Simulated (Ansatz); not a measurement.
fcc Pb, treated with HSE06 in Ansatz (plane waves, PAW).

Run with plane-wave cutoff 500 eV, 10×10×10 k mesh, Fermi–Dirac smearing 0.1 eV, scalar-relativistic PAW data made under PBE.

Computed at the level's own relaxed cell.

### Question
What does this level give for the equilibrium volume per atom and lattice constant a?

### Answer

equilibrium volume per atom: 30.86 Å³/atom
lattice constant a: 4.979 Å

Measured, for comparison: equilibrium volume per atom 29.45 Å³/atom (low-temperature or extrapolated to 0 K; zero-point anharmonic expansion removed; as tabulated in Csonka et al. (2009), arXiv:0903.4037); lattice constant a 4.902 Å (low-temperature or extrapolated to 0 K; zero-point anharmonic expansion removed, our sources range from 4.902 to 4.912; as tabulated in Csonka et al. (2009), arXiv:0903.4037). Computed (rounded) less measured: equilibrium volume per atom +4.8 %, lattice constant a +1.6 % (+1.4 % to +1.6 % over the range).

Note: exact exchange on metals is sensitive to the k mesh and can open a false gap.

Spin–orbit coupling is not included; it can shift volumes and moduli of such heavy elements.

Static lattice: no zero-point or thermal effects.

Ansatz is a program for electronic structure.
